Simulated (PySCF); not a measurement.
3-pyrroline, C₄H₇N.
Atom-mapped SMILES: `[CH:1]1=[CH:2][CH2:3][NH:4][CH2:5]1` (hydrogens: H6 on C1; H7 on C2; H8, H9 on C3; H10 on N4; H11, H12 on C5)

Structure used (GFN2-xTB), in Å, numbered top down from 1:
```xyz
12
C4H7N angstrom
C      0.3673    1.1685    0.0991
C     -0.9072    0.8290    0.0244
C     -1.0298   -0.6549   -0.2007
N      0.3154   -1.1905    0.0310
C      1.2341   -0.0518   -0.0671
H      0.7823    2.1503    0.2333
H     -1.7671    1.4706    0.0835
H     -1.3154   -0.8509   -1.2435
H     -1.7728   -1.1282    0.4442
H      0.3636   -1.5793    0.9667
H      2.0386   -0.1123    0.6689
H      1.6922   -0.0512   -1.0658
```

The closed-shell SCF was solved with PySCF and density fitting under several settings on one GFN2-xTB geometry (grid level 2 and gas phase unless stated).

```tsv
settings	basis functions	SCF cycles	E (Eh)	HOMO (eV)	LUMO (eV)	dipole (D)
PBE0/pcSseg-1	120	12	-211.0707	-6.43	0.56	1.27
PBE0/def2-SVPD	156	12	-210.9600	-6.51	0.46	1.21
BLYP/IGLO-III, start guess vsap	245	14	-211.3376	-5.01	-0.48	1.17
PBE0/3-21G, grid level 4, start guess huckel	59	10	-209.9350	-5.81	1.03	1.45
wB97X-D/IGLO-III, energy threshold 1e-06 Eh, start guess huckel	245	8	-211.3637	-8.40	2.26	1.23
```

Question: Estimate the rows for these settings: (1) PBE0/6-31G*, level shift 0.1 Eh; (2) B97-2/def2-SVPD.

Answer: 
```csv
settings,basis functions,SCF cycles,E (Eh),HOMO (eV),LUMO (eV),dipole (D)
"PBE0/6-31G*, level shift 0.1 Eh",84,9,-211.0918,-6.18,0.99,1.33
B97-2/def2-SVPD,156,12,-211.1388,-6.26,0.41,1.21
```

Question: Over all rows, what range does the HOMO–LUMO gap span?

Answer: From 4.53 eV (BLYP/IGLO-III, start guess vsap) to 10.66 eV (wB97X-D/IGLO-III, energy threshold 1e-06 Eh, start guess huckel). The functional of the narrowest has no exact exchange, that of the widest range-separated exact exchange.

Question: And the dipole moment?

Answer: From 1.17 D (BLYP/IGLO-III, start guess vsap) to 1.45 D (PBE0/3-21G, grid level 4, start guess huckel); the largest is 1.24 times the smallest, and the median is 1.23 D.

Question: Compare two rows with the functional PBE0: PBE0/6-31G*, level shift 0.1 Eh and PBE0/3-21G, grid level 4, start guess huckel. Which energy is lower, and by how much?

Answer: PBE0/6-31G*, level shift 0.1 Eh (84 functions) lies 1.1568 Eh or 726 kcal/mol below PBE0/3-21G, grid level 4, start guess huckel (59 functions).

wB97X-D ran without the empirical dispersion term, which would shift the total energy alone. Cycle counts include a coarse-grid stage where the run had one. All basis functions are spherical, in the Pople sets too.

One conformer stands for the species.
